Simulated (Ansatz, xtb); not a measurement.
Barrier height from H + H2S (SMILES S) to the transition structure H3S, without zero-point energy, on the benchmark's geometries as Psi4's copy of the set gives them.
Transition structure (charge 0, multiplicity 2):
```xyz
4

H      1.2621    -0.2201     0.0000
S      0.0000     0.2232     0.0000
H     -0.5006    -1.1154     0.0000
H     -0.7615    -2.2349     0.0000
```
Reactant (charge 0, multiplicity 1):
```xyz
3

S      0.000     0.000     0.103
H      0.000     0.966    -0.820
H      0.000    -0.966    -0.820
```

Open shells are unrestricted; no spin–orbit coupling.

Correlated levels freeze the cores.

Programs: Ansatz (Gaussian basis) for Hartree–Fock, density functionals and correlated methods; xtb for the GFN methods.  The GFN methods have no spin term and hold the electronic entropy of 300 K.

Problem. Estimate the barrier height that B2PLYP/def2-TZVPPD returns for this input.

Solution. 2.0 kcal/mol

Problem. Estimate the barrier height that HF/aug-cc-pV(T+d)Z returns for this input.

Solution. 11.9 kcal/mol

Problem. What is the computed barrier height (GFN2-xTB)?

Solution. -13.3 kcal/mol

Ansatz is a quantum-chemistry and plane-wave program.
